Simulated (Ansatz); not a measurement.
**SiH2O2 (SMILES O[Si]O): the energy to break a bond**

The species is SiH2O2 (5 atoms), meant as a singlet with charge 0. SMILES: `O[Si]O`. Geometry: optimised at r2SCAN/def2-SVP. This is one conformer, not always the lowest.

| atom | x (Å) | y (Å) | z (Å) |
| --- | --- | --- | --- |
| O | -1.4590 | -0.1055 | -0.2790 |
| Si | -0.2182 | -0.8081 | 0.5799 |
| O | 1.0328 | 0.1945 | 0.0621 |
| H | -1.2099 | 0.6517 | -0.8331 |
| H | 1.9043 | -0.0063 | 0.4286 |

Wanted: the dissociation energy of the O3–Si2 bond into doublet OH and doublet SiOH (shapes relaxed at r2SCAN/def2-SVP, no zero-point term). 1 Eh = 2625.50 kJ/mol = 27.2114 eV. Totals in Eh; open shells run unrestricted unless said.

```tsv
level	program	SiH2O2	doublet OH	doublet SiOH
PBE/def2-TZVPP	Ansatz	-440.986792	-75.683373	-365.100638
r2SCAN/def2-TZVPP	Ansatz	-441.189231	-75.730563	-365.259139
CCSD(T)/def2-TZVPP, 7 core orbitals frozen in the whole	Ansatz	-440.594199	-75.641459	-364.752023
```

**Question.** Work out the dissociation energy at each level.

**Answer.** 
1. PBE/def2-TZVPP: (-75.683373) + (-365.100638) − (-440.986792) = 0.202781 Eh = 532.4 kJ/mol = 5.52 eV.
2. r2SCAN/def2-TZVPP: (-75.730563) + (-365.259139) − (-441.189231) = 0.199529 Eh = 523.9 kJ/mol = 5.43 eV.
3. CCSD(T)/def2-TZVPP: (-75.641459) + (-364.752023) − (-440.594199) = 0.200717 Eh = 527.0 kJ/mol = 5.46 eV.

The levels span 524 to 532 kJ/mol; no measured value is set beside them. A bond enthalpy at 298 K also holds the loss of zero-point energy and thermal terms.
